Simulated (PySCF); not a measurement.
Isomers of C4H4OS, one conformer each. The calculation used core-valence-separated Tamm–Dancoff BHandHLYP/aug-pcX-1 (pcseg-1 on H, def2-SVPD on S) in PySCF, non-relativistic, gas phase, PBE0-D3(BJ)/def2-SVP geometry. The energies are unshifted.

P. 2-furanthiol, `c1(occc1)S`
Q. 2(5H)-thiophenone, `C1(SCC=C1)=O`

Main lines, eV (oscillator strength):
1. C K: 282.4 (0.065), 282.6 (0.046), 284.2 (0.075), 285.8 (0.050), 286.2 (0.018); O K: 528.8 (0.044), 534.4 (0.005), 535.0 (0.004)
2. C K: 283.7 (0.052), 283.9 (0.058), 284.5 (0.062), 285.2 (0.067), 285.8 (0.014); O K: 533.1 (0.031), 535.4 (0.017), 536.4 (0.005), 536.7 (0.008), 537.1 (0.008)
Listed: the first five lines at most of each edge with a tenth or more of its strongest line's intensity; roots within 0.03 eV on the same or equivalent atoms are summed. Only the lowest roots were sought, and the top ones are left out.

Q: Which spectrum belongs to which isomer?

A: 1 = Q, 2 = P.
- P: first C line listed at 283.7 eV, hole on the aromatic CH carbon (1s→π*); first O line listed at 533.1 eV, hole on the furan-type oxygen (1s→π*).
- Q: first C line listed at 282.4 eV, hole on the alkene CH carbon (1s→π*); first O line listed at 528.8 eV, hole on the carbonyl oxygen (1s→π*).

Q: What are the ground-state energies of the isomers at BHandHLYP/aug-pcX-1 (pcseg-1 on H, def2-SVPD on S), relative to the lowest?

A: P 73.3, Q 0.0 kJ/mol (electronic energies on these geometries, no dispersion or zero-point terms).
